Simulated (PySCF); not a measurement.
# C2H3NOS (SMILES N#CC[SH]=O): PBE/6-31G(d) (spherical functions)

What is the vertical singlet–triplet gap of C2H3NOS at PBE/6-31G* (spherical functions)? Input form: a Python script.

The calculation is run with PySCF 2.14.0.

## 1. The system as given

C2H3NOS has 8 atoms, charge 0, and is taken as a singlet. As SMILES, `N#CC[SH]=O`. Geometry: relaxed at GFN2-xTB. This is one conformer, not always the lowest.

Bond lengths: N1–C2 1.144 Å, C2–C3 1.425 Å, C3–S4 1.896 Å, S4–O5 1.454 Å, C3–H6 1.090 Å, C3–H7 1.091 Å, S4–H8 1.422 Å. Angles: N1–C2–C3 178.0°, C2–C3–S4 110.0°, C3–S4–O5 105.1°, C2–C3–H6 111.6°, C2–C3–H7 111.3°, S4–C3–H6 106.6°, S4–C3–H7 106.9°, C3–S4–H8 90.4°, O5–S4–H8 104.7°, H6–C3–H7 110.2°.

## 2. The energy at PBE/6-31G(d) (spherical functions)

Contents of run.py:

```python
from pyscf import gto, dft

mol = gto.Mole()
mol.atom = '''
N    0.932450  -1.851000   1.458830
C    0.748540  -0.861860   0.913930
C    0.477980   0.349710   0.214740
S   -1.330310   0.381140  -0.355070
O   -1.345780   1.253420  -1.518770
H    1.090070   0.440190  -0.683220
H    0.622950   1.218710   0.857440
H   -1.195890  -0.930310  -0.887870
'''
mol.basis = '6-31g*'
mol.max_memory = 1860
mol.verbose = 3
mol.build()

mf = dft.RKS(mol)
mf.xc = 'pbe'
mf.grids.level = 8
mf.conv_tol = 1e-10
mf.kernel()
if not mf.converged:
    mf = mf.newton().run(mf.mo_coeff, mf.mo_occ)

e_tot = mf.e_tot
print(f'total energy: {e_tot:.8f} hartree')
```

The run is started by

```bash
OMP_NUM_THREADS=1 python run.py
```

The log of the run:

```text
converged SCF energy = -605.65769550642
total energy: -605.65769551 hartree
```

Wall time 79 s (1 thread of Intel Xeon Platinum 8259CL at 2.50GHz (Skylake/Cascade Lake), shared host); peak memory 0.43 GiB.

## 3. The triplet at the same level

Contents of job.py:

```python
from pyscf import gto, dft

mol = gto.M(
    atom='''
N        0.932450      -1.851000       1.458830
C        0.748540      -0.861860       0.913930
C        0.477980       0.349710       0.214740
S       -1.330310       0.381140      -0.355070
O       -1.345780       1.253420      -1.518770
H        1.090070       0.440190      -0.683220
H        0.622950       1.218710       0.857440
H       -1.195890      -0.930310      -0.887870
''',
    max_memory=1860,
    spin=2,
    verbose=3,
    basis='6-31g*',
)

mf = dft.UKS(mol, xc='pbe')
mf.grids.level = 8
mf.conv_tol = 1e-10
mf.kernel()
if not mf.converged:
    mf = mf.newton().run(mf.mo_coeff, mf.mo_occ)

e_final = mf.e_tot
print('E = %.10f Eh' % e_final)
```

The run is started by

```bash
OMP_NUM_THREADS=1 python job.py
```

The log of the run:

```text
WARN: HOMO -0.0860395422422808 >= LUMO -0.291831548809688

WARN: HOMO -0.0434303443929243 >= LUMO -0.160132221608101

WARN: HOMO -0.0682116975131466 >= LUMO -0.230637173986159

WARN: HOMO -0.0786095642371891 >= LUMO -0.216851063283137

WARN: HOMO -0.0744708509955165 >= LUMO -0.237470574213964

WARN: HOMO -0.0705479734678565 >= LUMO -0.231697820492043

WARN: HOMO -0.0747533783764101 >= LUMO -0.234836892198814

WARN: HOMO -0.0744652737002638 >= LUMO -0.234394497899308

WARN: HOMO -0.0741002197267786 >= LUMO -0.233609003987443

WARN: HOMO -0.0742088438030546 >= LUMO -0.233642729462381

WARN: HOMO -0.0742012029202863 >= LUMO -0.233613442267125

WARN: HOMO -0.0741917377217578 >= LUMO -0.233607849594442

WARN: HOMO -0.0741884665342787 >= LUMO -0.233600230130327

WARN: HOMO -0.0741803541303319 >= LUMO -0.23359494360156

WARN: HOMO -0.0741854998504112 >= LUMO -0.233599971714552

WARN: HOMO -0.0741843079179496 >= LUMO -0.233595831262192

WARN: HOMO -0.0741840196101533 >= LUMO -0.233597342751012

WARN: HOMO -0.0741831732438678 >= LUMO -0.233596346141741

WARN: HOMO -0.0741837963887932 >= LUMO -0.233596976133936

converged SCF energy = -605.49226597946  <S^2> = 2.0034205  2S+1 = 3.0022794
E = -605.4922659795 Eh
```

It took 2.6 min on 1 thread of Intel Xeon Platinum 8259CL at 2.50GHz (Skylake/Cascade Lake), shared host; peak memory 0.46 GiB.

## 4. Outcome

At PBE/6-31G* (spherical functions):

| quantity | value |
| --- | --- |
| singlet: total energy | -605.65770 Eh |
| singlet: dipole moment | 1.17 D |
| singlet: HOMO energy | -6.10 eV |
| singlet: LUMO energy | -1.57 eV |
| singlet: HOMO–LUMO gap | 4.53 eV |
| triplet: total energy | -605.49227 Eh |
| triplet: dipole moment | 2.35 D |
| triplet: HOMO energy (highest over α and β) | -2.02 eV |
| triplet: ⟨S²⟩ | 2.003 |
| vertical energy of the triplet above the singlet | 4.502 eV |

**Reading.** At this shape the triplet lies 4.50 eV (104 kcal/mol) above the singlet. Mulliken charges (singlet) run from -0.61 on C3 to +0.64 on S4; they depend strongly on the basis. Mulliken charges (triplet) run from -0.62 on C3 to +0.52 on S4.
